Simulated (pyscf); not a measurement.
9 silicon, germanium or tin steps of one kind (four-centre exchange, closed-shell): reaction energy in eV, from the separated reactants or the lowest minimum found. Single points on ωB97X-D3(BJ)/def2-SVP structures (PySCF, gas phase). Functionals in def2-TZVP; the last column is ωB97M-D3(BJ)/def2-TZVP. Rows were drawn at random from the steps of this kind and element class whose saddle was verified and whose references are stable.

```csv
step,PBE,r²SCAN,PBE0-D3(BJ),ωB97M-D3(BJ)
H₃C–Si(CH₃)(OH)–OH + HO–SiH₃ → H₃C–Si(CH₃)(OH)–O–SiH₂–OH + H₂,-1.09,-1.27,-1.19,-1.25
H₂N–Si(SiH₃)(SiH₃)–SiH₂–SiH₃ + H₂ -> H₂N–Si(SiH₃)(SiH₃)–SiH₃ + SiH₄,-0.05,-0.07,-0.01,-0.17
H₃Si–O–AsH–SiH₃ + H₂ -> H₃Si–O–AsH₂ + SiH₄,+0.01,+0.01,+0.02,-0.10
H₃C–Cl + SiH₄ -> CH₄ + H₃Si–Cl,-1.64,-1.74,-1.69,-1.71
H₃Si–AsH–SiH₃ + H₂O -> HO–SiH₃ + H₃Si–AsH₂,-0.44,-0.53,-0.39,-0.56
HO–SiH: [singlet] + HO–SiH₃ -> HO–SiH₂–O–SiH: [singlet] + H₂,-0.93,-1.07,-0.99,-1.04
H₃Si–Si(SiH₃)(SiH₃)–Cl + HF → F–SiH₂–Si(SiH₃)(SiH₃)–Cl + H₂,-1.00,-1.11,-0.96,-1.05
H₃Si–SiH(SiH₃)–Cl + H₃Si–Cl -> H₃Si–SiH₂–SiH₃ + Cl–SiH₂–Cl,-0.13,-0.13,-0.11,-0.11
H₃Si–CH₂–SiH₃ + HF → F–SiH₃ + H₃C–SiH₃,-1.31,-1.38,-1.23,-1.34
```

Differences from the last column (eV): PBE: mean +0.08, median +0.11, mean size 0.09, lower in 1 of 9; r²SCAN: mean 0.00, median -0.02, mean size 0.05, lower in 6 of 9; PBE0-D3(BJ): mean +0.09, median +0.09, mean size 0.09, lower in 0 of 9. PBE is closest for row 8 (0.02 eV apart) and farthest for row 1 (0.16 eV). PBE, r²SCAN and M06-2X carry no added dispersion term. The last column is a level with limits of its own. Elements up to Kr have no core potential and no relativistic terms here.
